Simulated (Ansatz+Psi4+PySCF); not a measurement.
The numbers below are computed, except where a source is named.
A run of Psi4 1.11 on doublet Na₂(+) at this shape:

```yaml
atoms:
  - { symbol: Na, position_ang: [0.0000, 0.0000, 1.5763] }
  - { symbol: Na, position_ang: [0.0000, 0.0000, -1.5763] }
```

Its results:

```
Converged                                                          : yes
Total energy                                                       : -323.56534 hartree
Spin squared of the determinant                                    : 0.750
Occupied orbitals by symmetry in an Abelian subgroup (alpha; beta) : 4 Ag 1 B2g 1 B3g 3 B1u 1 B2u 1 B3u; 3 Ag 1 B2g 1 B3g 3 B1u 1 B2u 1 B3u
```

Question: Which input gives this output? Name the method, the orbitals and the basis set, and write the input.

Answer: ROHF in cc-pCVTZ.

```
molecule {
1 2
Na 0.000000 0.000000 1.576260
Na 0.000000 0.000000 -1.576260
}

set basis cc-pCVTZ
set reference rohf
set scf_type pk
energy('scf')
```
